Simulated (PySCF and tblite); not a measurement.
The numbers below are computed, except where a source is named.
C₄H₁₀O, numbered as in [CH3:1][CH2:2][CH2:3][O:4][CH3:5].

Search: ETKDG and KDG, MMFF94s, GFN2-xTB, 90 starts; geometries at GFN2-xTB. Free energies are PBE0-D3(BJ)/def2-TZVP single points with GFN2-xTB rigid-rotor and vibrational terms (modes under about 100 cm⁻¹ blended into free rotors). Symmetry numbers and mirror images are counted. Conformers within 4 kcal/mol (GFN2-xTB free energy) were kept, 7 at most. Couplings: B3LYP/pcSseg-1 with pcJ-1 on H (gas phase; spin-dipole term only for pairs with B, N, F, Si or P). Couplings are for ¹H; a prime marks the second kind of pair between the same two sets of atoms. Programs: PySCF with density fitting and tblite.

Torsions listed: C1–C2–C3–O4, C2–C3–O4–C5. Of a mirror pair one member is shown.

| conformer | shape | weight % |
| --- | --- | --- |
| 1 | 66°, -179° | 60.1 |
| 2 | 180°, 180° | 29.2 |
| 3 | -60°, -73° | 6.1 |
| 4 | 173°, 72° | 4.6 |
| 5 | -101°, 70° | 0.1 |

(1) Give the couplings in each conformer and the averages at 298.15 K (pairs that fast motion interchanges averaged).

## Answers

(1) 
| coupling | pairs | 1 | 2 | 3 | 4 | average (Hz) |
| --- | --- | --- | --- | --- | --- | --- |
| ²J(H1,H1) | 3 | -13.4 | -13.6 | -13.5 | -13.6 | -13.5 |
| ³J(H1,H2) | 6 | 7.6 | 7.9 | 7.6 | 7.8 | 7.7 |
| ²J(H2,H2) | 1 | -13.7 | -13.0 | -14.2 | -12.0 | -13.4 |
| ³J(H2,H3) | 2 | 2.2 | 12.2 | 2.9 | 12.5 | 5.6 |
| ³J(H2,H3′) | 2 | 7.7 | 4.8 | 7.9 | 4.6 | 6.7 |
| ²J(H3,H3) | 1 | -8.6 | -8.0 | -12.3 | -11.8 | -8.8 |
| ²J(H5,H5) | 3 | -10.8 | -10.7 | -10.9 | -10.8 | -10.8 |
